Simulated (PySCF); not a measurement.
Isomers of C3H4. Method used: PySCF 2.14.0, PBE0-D3(BJ)/def2-SVP geometry optimisation, gas phase. Energies are electronic, without zero-point or thermal terms, for one conformer each. No frequencies were run at this level. Point groups hold within 0.08 Å.

Question: Order them by energy at this level, lowest first, and give relative energies in kcal/mol.
A. `C#CC`
B. cyclopropene, `C1=CC1`
C. allene, `C=C=C`

Answer: C (0.0), A (1.9), B (18.4).

As drawn, the lowest has cumulated double bonds, which the highest lacks; the highest has a three-membered ring, which the lowest lacks. Neighbours under 2.5 kcal/mol apart (C=C=C and C#CC) can change places with a better method, another conformer or zero-point energy.

```tsv
SMILES	E (Eh)	E rel (kcal/mol)	dipole (D)	point group	A, B, C (MHz)
C=C=C	-116.42491	0.0	0.00	D2d	142843, 8870, 8870
C#CC	-116.42185	1.9	0.79	C3v	158341, 8543, 8543
C1=CC1	-116.39552	18.4	0.53	C2v	29926, 22069, 13889
```

Q: How do the relative energies change in single points at B3LYP/pcSseg-2 (no added dispersion term) on the same geometries?

A: 
```
SMILES  PBE0-D3(BJ)/def2-SVP (kcal/mol)  B3LYP/pcSseg-2 (kcal/mol)  shift
 C=C=C                              0.0                        0.0    0.0
  C#CC                              1.9                        1.9    0.0
C1=CC1                             18.4                       25.8   +7.4
```

Each column counts from its own lowest isomer. The order is unchanged; the largest shift is 7.4 kcal/mol.

Q: As an exercise, what shares would exp(−E/RT) give at 1000 K from these electronic energies alone (no entropy, no degeneracies)?

A: RT = 1.987 kcal/mol: C=C=C 72.4 %, C#CC 27.6 %, C1=CC1 under 0.1 %.
